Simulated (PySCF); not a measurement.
A run for PySCF: U-HF/6-31G* on hydrogen isocyanide (SMILES [C-]#[NH+]), a point of a bond scan (R = 1.995 Å).

```python
from pyscf import gto, scf, dft, mp
from pyscf.data.elements import chemcore

mol = gto.M(
    atom='''
    C    -0.00000000   -0.00000000   -0.73641702
    N     0.00000000    0.00000000    0.42763144
    H     0.00000000    0.00000000    2.42253260
    ''',
    basis='6-31g*',
    cart=True,
    charge=0, spin=0, verbose=3, max_memory=1800)
mf = scf.UHF(mol)
mf.conv_tol = 1e-8
mf.max_cycle = 100
mf.init_guess_breaksym = True
mf.kernel()
if not mf.converged:
    mf = mf.newton().run(mf.mo_coeff, mf.mo_occ)
for _ in range(4):
    mo, _, stable, _ = mf.stability(return_status=True)
    if stable:
        break
    mf.kernel(mf.make_rdm1(mo, mf.mo_occ))
```

It printed:

```
converged SCF energy = -92.6324602942512  <S^2> = 6.0580785e-10  2S+1 = 1
<class 'pyscf.scf.uhf.UHF'> wavefunction has an internal instability
converged SCF energy = -92.6733658586912  <S^2> = 0.8446494  2S+1 = 2.0925099
<class 'pyscf.scf.uhf.UHF'> wavefunction has an internal instability
converged SCF energy = -92.6779302741169  <S^2> = 1.0100544  2S+1 = 2.2450429
<class 'pyscf.scf.uhf.UHF'> wavefunction is stable in the internal stability analysis
```

The run converged. Its determinant has ⟨S²⟩ = 1.01, a mixture of spin states.

Cost: roughly 0.28 core-seconds.
